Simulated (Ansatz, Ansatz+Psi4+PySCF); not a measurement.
| atom | x (Å) | y (Å) | z (Å) |
| --- | --- | --- | --- |
| H | 2.0219 | -0.4892 | -0.0007 |
| C | 1.1729 | 0.1953 | 0.0000 |
| O | 0.0000 | -0.5891 | 0.0000 |
| C | -1.1729 | 0.1953 | 0.0000 |
| H | -2.0219 | -0.4892 | -0.0011 |
| H | 1.2337 | 0.8365 | 0.8924 |
| H | 1.2330 | 0.8375 | -0.8918 |
| H | -1.2339 | 0.8363 | 0.8926 |
| H | -1.2328 | 0.8377 | -0.8916 |

Basis set: cc-pVTZ (spherical functions). Frozen core: 3 orbitals. Charge 0, multiplicity 1.

Computed with Ansatz (development build ahead of 0.2.0); each method stands on the lowest determinant of its kind that the runs found. Restricted open shells among the atoms or ions are ROHF, correlated in semicanonical orbitals with singles.

Question: Give the atomization energy at this shape (free ground-state atoms in the same class of orbitals less the molecule, no zero-point energy) of singlet C2H6O by RHF-MP2, RHF.

Answer:

```tsv
method	atomization energy
RHF-MP2	34.11 eV
RHF	25.79 eV
```
